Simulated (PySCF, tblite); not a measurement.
C3H6OS.
SMILES with atom numbers: `[CH3:1][O:2][CH2:3][CH:4]=[S:5]` (hydrogens: H6, H7, H8 on C1; H9, H10 on C3; H11 on C4)

Computed with GFN2-xTB (tblite), gas phase: nudged elastic band of 9 images (0 to 8), spring 0.2 eV/Å², climbing image at the end, force threshold 0.05 eV/Å. No saddle search or frequency run followed, so the top image need not be a first-order saddle, and its height can exceed the method's true barrier by a kcal/mol or more.

Path: rotation about C3–O2 (sp3 carbon bound to oxygen, ether oxygen), followed by the dihedral C4–C3–O2–C1.

Image 0 (start, dihedral -178°):
```
atom  x, y, z in Å
C1     -1.657    0.432   -0.068
O2     -0.315    0.177   -0.400
C3      0.471   -0.178    0.706
C4      1.878   -0.391    0.278
S5      3.071   -0.826    1.270
H6     -2.131   -0.451    0.378
H7     -2.162    0.685   -0.997
H8     -1.741    1.271    0.634
H9      0.439    0.610    1.480
H10     0.088   -1.099    1.181
H11     2.064   -0.229   -0.779
```

Image 8 (end, -0.025 eV, dihedral -75°):
```
atom  x, y, z in Å
C1     -1.371    0.620   -0.099
O2     -0.743   -0.638   -0.190
C3      0.306   -0.806    0.725
C4      1.549   -0.070    0.351
S5      2.750    0.264    1.373
H6     -1.829    0.759    0.888
H7     -2.146    0.634   -0.863
H8     -0.667    1.440   -0.277
H9      0.000   -0.538    1.749
H10     0.533   -1.881    0.720
H11     1.624    0.219   -0.694
```

Problem. What do the inner images look like?

Solution. 
Image 1: +0.011 eV, dihedral -165°
```
atom  x, y, z in Å
C1     -1.645    0.466   -0.065
O2     -0.348    0.052   -0.412
C3      0.451   -0.277    0.696
C4      1.875   -0.358    0.284
S5      3.094   -0.688    1.286
H6     -2.182   -0.313    0.488
H7     -2.163    0.668   -1.000
H8     -1.621    1.379    0.544
H9      0.347    0.477    1.495
H10     0.138   -1.242    1.133
H11     2.060   -0.160   -0.767
```

Image 2: +0.033 eV, dihedral -152°
```
atom  x, y, z in Å
C1     -1.627    0.494   -0.066
O2     -0.389   -0.075   -0.411
C3      0.431   -0.368    0.693
C4      1.861   -0.319    0.291
S5      3.098   -0.572    1.293
H6     -2.213   -0.171    0.578
H7     -2.161    0.654   -0.999
H8     -1.491    1.455    0.446
H9      0.265    0.350    1.512
H10     0.198   -1.367    1.099
H11     2.034   -0.078   -0.753
```

Image 3: +0.055 eV, dihedral -139°
```
atom  x, y, z in Å
C1     -1.600    0.520   -0.070
O2     -0.441   -0.203   -0.396
C3      0.412   -0.454    0.697
C4      1.834   -0.275    0.298
S5      3.089   -0.458    1.293
H6     -2.222   -0.018    0.654
H7     -2.155    0.643   -0.997
H8     -1.351    1.508    0.338
H9      0.190    0.216    1.540
H10     0.265   -1.484    1.065
H11     1.986    0.008   -0.739
```

Image 4 (top): +0.062 eV, dihedral -125°
```
atom  x, y, z in Å
C1     -1.565    0.543   -0.077
O2     -0.500   -0.328   -0.366
C3      0.392   -0.535    0.705
C4      1.793   -0.226    0.306
S5      3.067   -0.346    1.287
H6     -2.205    0.139    0.716
H7     -2.144    0.634   -0.993
H8     -1.205    1.535    0.224
H9      0.122    0.076    1.577
H10     0.334   -1.586    1.027
H11     1.917    0.097   -0.723
```

Image 5: +0.049 eV, dihedral -111°
```
atom  x, y, z in Å
C1     -1.520    0.562   -0.087
O2     -0.564   -0.443   -0.323
C3      0.369   -0.609    0.717
C4      1.738   -0.176    0.317
S5      3.032   -0.239    1.276
H6     -2.159    0.299    0.763
H7     -2.129    0.626   -0.986
H8     -1.052    1.535    0.104
H9      0.065   -0.067    1.623
H10     0.398   -1.676    0.983
H11     1.826    0.191   -0.702
```

Image 6: +0.021 eV, dihedral -98°
```
atom  x, y, z in Å
C1     -1.467    0.576   -0.100
O2     -0.627   -0.540   -0.273
C3      0.345   -0.679    0.732
C4      1.671   -0.126    0.329
S5      2.987   -0.135    1.261
H6     -2.083    0.455    0.799
H7     -2.112    0.618   -0.975
H8     -0.899    1.509   -0.020
H9      0.020   -0.210    1.672
H10     0.454   -1.753    0.933
H11     1.715    0.288   -0.674
```

Image 7: -0.006 eV, dihedral -85°
```
atom  x, y, z in Å
C1     -1.407    0.585   -0.115
O2     -0.687   -0.620   -0.220
C3      0.321   -0.747    0.748
C4      1.593   -0.078    0.347
S5      2.932   -0.034    1.244
H6     -1.975    0.611    0.824
H7     -2.095    0.612   -0.956
H8     -0.748    1.460   -0.153
H9     -0.012   -0.356    1.723
H10     0.503   -1.821    0.877
H11     1.581    0.390   -0.634
```

The largest changes of bonds and angles from start to top: C3–H9 1.105 → 1.098 Å, O2–C3 1.403 → 1.409 Å, C3–C4 1.485 → 1.489 Å, C3–H10 1.105 → 1.101 Å, O2–C3–H10 110.9 → 109.2°, O2–C3–C4 109.9 → 111.2°, C1–O2–C3 113.2 → 114.5°. GFN2-xTB torsional profiles can miss by a kcal/mol or more and can put conformers in the wrong order.

Other torsions move too; by image: O2–C3–C4–S5 (-179, 179, 179, 179, 180, 180, 180, 180, 162°).

Problem. What do single points at PBE0/pcSseg-1 (PySCF, no dispersion term) give on some images?

Solution. 
| image | GFN2-xTB E (eV) | DFT E (eV) | HOMO (eV) | LUMO (eV) | dipole (D) |
| --- | --- | --- | --- | --- | --- |
| 0 | 0.000 | 0.000 | -6.64 | -2.33 | 2.73 |
| 2 | 0.033 | 0.037 | -6.63 | -2.32 | 2.70 |
| 4 | 0.062 | 0.078 | -6.61 | -2.33 | 2.58 |
| 6 | 0.021 | 0.042 | -6.61 | -2.35 | 2.33 |
| 8 | -0.025 | -0.003 | -6.64 | -2.41 | 1.73 |

Energies count from image 0 at each level. At the GFN2-xTB top the DFT energy is 1.8 kcal/mol against 1.4; the geometries weren't optimised at the DFT level.

The cost below is that of the whole band run. The run took 1.7 s of wall time on Arm Neoverse V1, one thread, no GPU, shared host with 32 logical CPUs at a one-minute load of 9.3, and the process peaked at 0.18 GiB of memory.
